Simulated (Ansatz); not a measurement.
C2H3FOS (`O=CC(F)S`), relaxed with RKS PBE-D4/def2-SVP in Ansatz 0.2.0 from a rough embedded geometry. The force threshold is 0.03 eV/Å; the program also tests the step.

Charge 0, multiplicity 1.

Start:

```xyz
8

O    -1.446    0.746    0.764
C    -0.875    0.500   -0.231
C     0.326   -0.398   -0.323
F     1.249    0.091   -1.153
S     1.042   -0.847    1.271
H    -1.257    0.886   -1.199
H    -0.011   -1.359   -0.866
H     0.971    0.381    1.737
```

```
         step  energy (eV)  largest force (eV/Å)  largest move (Å)
            1  -17700.5589                 2.622             0.000
            2  -17700.7929                 1.195             0.088
 3 (rejected)  -17700.7912                 1.333             0.095
            4  -17700.8409                 0.492             0.045
            5  -17700.8481                 0.202             0.033
            6  -17700.8511                 0.064             0.032
            7  -17700.8531                 0.074             0.042
            8  -17700.8552                 0.089             0.038
 9 (rejected)  -17700.8499                 0.617             0.195
           10  -17700.8587                 0.116             0.095
11 (rejected)  -17700.8491                 0.766             0.096
           12  -17700.8603                 0.032             0.048
           13  -17700.8606                 0.057             0.025
           14  -17700.8607                 0.044             0.004
           15  -17700.8608                 0.012             0.007
```

End:

```xyz
8

O    -1.230    0.996    0.819
C    -0.848    0.496   -0.214
C     0.361   -0.449   -0.356
F     1.201    0.210   -1.259
S     1.133   -0.856    1.219
H    -1.320    0.738   -1.210
H     0.043   -1.402   -0.836
H     0.659    0.268    1.836
```

Hardware: 2 threads of an Arm Neoverse V1 on a shared host. Wall time 24 s, peak host memory 0.14 GiB.
